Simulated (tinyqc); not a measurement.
UHF in the sto-3g basis, for OH+, spin multiplicity 3, step by step. One step of it, computed by the program tinyqc.

Question. Orthogonalisation. S = U s U^T; symmetric (Loewdin) form X = U s^(-1/2) U^T, so that X^T S X = 1.

overlap S, order 1O 1s, 1O 2s, 1O 2px, 1O 2py, 1O 2pz, 2H 1s:
```
[[1.000000, 0.236704, 0.000000, 0.000000, 0.000000, 0.005789],
 [0.236704, 1.000000, 0.000000, 0.000000, 0.000000, 0.086306],
 [0.000000, 0.000000, 1.000000, 0.000000, 0.000000, 0.000000],
 [0.000000, 0.000000, 0.000000, 1.000000, 0.000000, 0.000000],
 [0.000000, 0.000000, 0.000000, 0.000000, 1.000000, 0.094354],
 [0.005789, 0.086306, 0.000000, 0.000000, 0.094354, 1.000000]]
```

Give: eigenvalues of S; X.

Answer.

eigenvalues of S: [0.7477, 0.9101, 1.0000, 1.0000, 1.0858, 1.2564]

X, order 1O 1s, 1O 2s, 1O 2px, 1O 2py, 1O 2pz, 2H 1s:
```
[[1.0220, -0.1231, 0.0000, 0.0000, -0.0004, 0.0051],
 [-0.1231, 1.0249, 0.0000, 0.0000, 0.0032, -0.0447],
 [0.0000, 0.0000, 1.0000, 0.0000, 0.0000, 0.0000],
 [0.0000, 0.0000, 0.0000, 1.0000, 0.0000, 0.0000],
 [-0.0004, 0.0032, 0.0000, 0.0000, 1.0034, -0.0477],
 [0.0051, -0.0447, 0.0000, 0.0000, -0.0477, 1.0063]]
```
